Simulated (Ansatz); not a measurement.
The input, for Ansatz 0.2.0:

```yaml
crystal:
  periodic: [false, false, false]
  atoms:
    - {symbol: Al, position_ang: [-0.431386, 0.000000, 0.384669]}
    - {symbol: C, position_ang: [0.912036, 0.000000, -0.991987]}
    - {symbol: H, position_ang: [0.679870, 0.000000, 1.523415]}
basis:
  gaussian: {orbitals: cc-pVTZ}
magnetization: {spin_polarized: true, initial_magnetization: 0}
hamiltonian: {xc: {name: r2SCAN0}}
```

```sh
$ ansatz run in.yaml --threads 1 --pin off --events-out ev --progress --plain --max-ram 2393MiB
```

Output:

```
518 factors; their error is unknown
mean field evaluation 1: about -7635.8413 eV, gradient 2.5e1 eV
mean field evaluation 2: about -7597.6045 eV, gradient 5.8e1 eV
mean field evaluation 4: about -7640.6460 eV, gradient 3.3e0 eV
mean field evaluation 8: about -7640.7361 eV, gradient 2.9e-2 eV
mean field evaluation 16: about -7640.7529 eV, gradient 3.2e-5 eV
mean field evaluation 32: about -7642.2718 eV, gradient 6.2e-1 eV
mean field evaluation 64: about -7641.1006 eV, gradient 1.5e0 eV
mean field evaluation 96: about -7642.2936 eV, gradient 7.0e-2 eV
mean field evaluation 128: about -7642.0682 eV, gradient 1.4e-2 eV
mean field evaluation 160: about -7642.2947 eV, gradient 4.9e-6 eV
mean field -7642.29472499 eV, -280.8491510099 hartree, gradient 4.9e-6 eV, S^2 1.474928; 11 other end points of the search recorded, 0 dependent functions left out
reference -7642.29473583 eV, -280.8491514085 hartree; 10, 10 occupied and 68, 68 virtual orbitals, 518 factors
Total energy: -7642.29473583 eV, -280.8491514085 hartree
```

Ran on 1 thread of AMD EPYC 9R14, shared host: 18 s wall, 0.2 GiB peak host memory.
